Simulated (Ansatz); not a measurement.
CH3 (methyl radical): entropy by statistical mechanics

A doublet with charge 0, relaxed at U-wB97M-V/def2-TZVPD (Ansatz 0.2.0):

```xyz
4

C     0.0000    0.0000    0.0000
H     0.0910    0.8998    0.5859
H    -0.8812   -0.1672   -0.5973
H     0.7902   -0.7326    0.0114
```

Harmonic wavenumbers in cm⁻¹: 557, 1400, 1400, 3137, 3314, 3314.

Masses in u: C 12.011, H 1.008. Take T = 298.15 K, p = 1 bar, R = 8.3145 J/(mol K), kT/hc = 207.22 cm⁻¹, rigid rotor and harmonic oscillator.

Problem. Compute the standard molar entropy.

Solution. 
1. Translation (Sackur–Tetrode): S = R[3/2 ln M + 5/2 ln T − 1.1517] with M = 15.035 gives 142.7 J/(mol K).
2. Rotation: principal moments 1.756, 1.756, 3.512 u Å² give A, B, C = 9.6015, 9.601, 4.8006 cm⁻¹; the symmetry number is σ = 6; q = (√π/σ)√((kT/hc)³/ABC) = 42; S = R(ln q + 3/2) = 43.5.
3. Vibration: with u = ν̃/207.22, each mode gives R[u/(eᵘ − 1) − ln(1 − e⁻ᵘ)]; the sum is 2.4, most from 557 cm⁻¹ (2.2), 1400 cm⁻¹ (0.1), 1400 cm⁻¹ (0.1).
4. Electronic: R ln 2 = 5.8, from the spin multiplicity alone.
5. Sum: 142.7 + 43.5 + 2.4 + 5.8 = 194.4 J/(mol K).

The tabulated value is 194.2 J/(mol K) (CRC Handbook of Chemistry and Physics): the model is off by +0.2. Any orbital degeneracy of the open shell is left out.
